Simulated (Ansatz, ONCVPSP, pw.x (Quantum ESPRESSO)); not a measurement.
## gallium: one change to the ONCV potential, in the atom and in the diamond crystal

```json
{
 "Element": "Ga (Z = 31)",
 "Generator": "ONCVPSP 4.0.1.1 (patched build)",
 "Type": "optimised norm-conserving Vanderbilt (ONCV)",
 "Functional": "PBEsol",
 "Relativity": "scalar-relativistic",
 "Frozen core": "[Ar] 3d10",
 "Valence charge": "3",
 "Reference configuration": "4s2 4p0.75 (charge +0.25)",
 "Partial waves": "4s: rc 1.70 bohr, ncon 4, nbas 7, qcut 3.6 1/bohr, local; 4p: rc 2.60 bohr, ncon 5, nbas 8, qcut 3.2 1/bohr, 1 projector; d scattering state at 0.42 Ha: rc 2.45 bohr, ncon 4, nbas 8, qcut 4.3 1/bohr, 1 projector",
 "Local potential": "the s channel",
 "Core correction": "Teter function, fcfact 3.75, rcfact 1.4"
}
```

Change: core correction none.

Cutoffs, loose and tight: the cutoffs (Ha) at which the residual kinetic energy of the hardest occupied pseudo-wave falls to 1 and 0.1 mHa per electron. They do not see the model core or the augmentation charge, which bear on the density cutoff. Test errors are all-electron minus pseudo excitation energies from the reference, over the configurations 4s2 4p1; 4s2 4p0; 4s1 4p0; 4s2 4p0.5; variants that change the core or the reference have their own tests.

Crystal test: diamond Ga in pw.x 7.5, no spin, 8³ k-points, Fermi–Dirac smearing 0.01 Ry, cutoffs set for each file from its atomic test. The reference is all-electron LAPW (Ansatz 0.2.0) with the same functional, mesh and smearing; V0 and B0 come from Birch–Murnaghan fits to the pressures at five volumes. Errors are pseudo minus all-electron; Δ is the rms difference of the E(V) curves that follow from these fits, minima aligned, over ±6 % about the mean V0. Mesh and smearing are coarse, so the numbers serve the comparison and aren't converged zero-temperature values; the lattice is a test structure that the element need not adopt.

All-electron: a0 = 5.761 Å (V0 = 23.90 Å³/atom), B0 = 43.7 GPa.

Q: Does the change bring the crystal closer to the all-electron result?

A: The mean pressure error goes from -1.22 to -0.83 GPa, so the change moves the solid closer to the all-electron pressures.

```json
{"quantity": "outcome (atom)", "base": "generated", "changed": "generated"}
{"quantity": "cutoff, loose (atom)", "base": "7.8 Ha", "changed": "7.8 Ha"}
{"quantity": "cutoff, tight (atom)", "base": "30 Ha", "changed": "30 Ha"}
{"quantity": "bound ghosts (atom)", "base": "none", "changed": "none"}
{"quantity": "largest test error (meV) (atom)", "base": "-194", "changed": "+8.1"}
{"quantity": "cutoffs in pw.x (Ry)", "base": "70/280", "changed": "70/280"}
{"quantity": "a0 (Å)", "base": "5.709", "changed": "5.724"}
{"quantity": "a0 error (%)", "base": "-0.91", "changed": "-0.65"}
{"quantity": "B0 error (%)", "base": "+7.5", "changed": "-1.3"}
{"quantity": "Δ (meV/atom)", "base": "6.4", "changed": "4.5"}
{"quantity": "mean pressure error (GPa)", "base": "-1.22", "changed": "-0.83"}
```

Base: The largest radius (2.60 bohr) exceeds half the bond length (2.36 bohr), so the spheres overlap, which is one possible source of error among others. This is a poor potential for the solid. Changed file: The largest radius (2.60 bohr) exceeds half the bond length (2.36 bohr), so the spheres overlap, which is one possible source of error among others. This is a poor potential for the solid.
